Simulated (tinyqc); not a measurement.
Inside a calculation. Method: CIS on RHF in the sto-6g basis, frozen core, for LiH, spin multiplicity 1. One step of it, computed by the program tinyqc.

Task: CIS matrix, singlets. A(ia,jb) = (e_a - e_i) d_ij d_ab + 2 (ia|jb) - (ij|ab).

orbital energies (hartree): [-2.384006, -0.300109, 0.079993, 0.162329, 0.162329, 0.591604]

Two-electron integrals over orbitals (pq|rs), unique and non-zero (hartree); the lowest 1 orbital is frozen and left out:
```
(22|22) 0.502613    (32|22) -0.044292   (32|32) 0.010794    (33|22) 0.228388
(33|32) 0.005030    (33|33) 0.341086    (42|42) 0.024085    (43|42) 0.018926
(43|43) 0.041397    (44|22) 0.278986    (44|32) 0.004012    (44|33) 0.282871
(44|44) 0.313125    (52|52) 0.024085    (53|52) 0.018926    (53|53) 0.041397
(54|54) 0.016875    (55|22) 0.278986    (55|32) 0.004012    (55|33) 0.282871
(55|44) 0.279374    (55|55) 0.313125    (62|22) 0.138231    (62|32) -0.031720
(62|33) -0.007821   (62|44) -0.006774   (62|55) -0.006774   (62|62) 0.123677
(63|22) -0.049532   (63|32) 0.006955    (63|33) 0.035569    (63|44) 0.000235
(63|55) 0.000235    (63|62) -0.029251   (63|63) 0.025108    (64|42) -0.019464
(64|43) -0.014239   (64|64) 0.019542    (65|52) -0.019464   (65|53) -0.014239
(65|65) 0.019542    (66|22) 0.461929    (66|32) -0.039654   (66|33) 0.241854
(66|44) 0.270591    (66|55) 0.270591    (66|62) 0.145569    (66|63) -0.041962
(66|66) 0.458921
```

Give: CIS matrix A, singlet.

Result:

CIS matrix A, singlet (hartree), order 2>3, 2>4, 2>5, 2>6:
```
[[0.173, 0.000, 0.000, -0.014],
 [0.000, 0.232, 0.000, 0.000],
 [0.000, 0.000, 0.232, 0.000],
 [-0.014, 0.000, 0.000, 0.677]]
```
